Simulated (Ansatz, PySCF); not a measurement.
This Ansatz (an electronic-structure program) input computes a BLYP/def2-TZVPD energy:

Ansatz 0.2 input:
```yaml
crystal:
  periodic: [false, false, false]
  atoms:
    - {symbol: O, position_ang: [-1.04654174, -0.38868140, -0.00062933]}
    - {symbol: C, position_ang: [-0.01375265, 0.43909737, 0.00455308]}
    - {symbol: O, position_ang: [1.14788679, 0.22368781, -0.00139048]}
    - {symbol: H, position_ang: [-0.72824441, -1.31463559, -0.01116004]}
basis:
  gaussian:
    orbitals: def2-TZVPD
hamiltonian:
  xc: {name: BLYP}
magnetization: {spin_polarized: true, initial_magnetization: 1}
output: {forces: true}
```

**Question.** Write an input for the same energy in PySCF and say what it gives.

**Answer.** 
```python
from pyscf import gto, scf, dft

mol = gto.M(
    atom='''
    O    -1.04654174   -0.38868140   -0.00062933
    C    -0.01375265    0.43909737    0.00455308
    O     1.14788679    0.22368781   -0.00139048
    H    -0.72824441   -1.31463559   -0.01116004
    ''',
    basis='def2-tzvpd',
    charge=0,
    spin=1,
    verbose=4,
)

mf = dft.UKS(mol, xc='blyp').density_fit(auxbasis='def2-universal-jkfit')
mf.grids.level = 3
mf.conv_tol = 1e-9
mf.max_cycle = 100
mf.max_memory = 1500
mf.kernel()
if not mf.converged:
    mf = mf.newton()
    mf.kernel(mf.make_rdm1())
for _ in range(2):
    mo, _, stable, _ = mf.stability(return_status=True)
    if stable:
        break
    mf.kernel(mf.make_rdm1(mo, mf.mo_occ))
mf.analyze()
```
It gives -189.15974 Eh, and Ansatz -189.15969 Eh, a difference of 0.05 mEh, from the treatment of integrals and grids.

It need not be the lowest isomer of its formula.
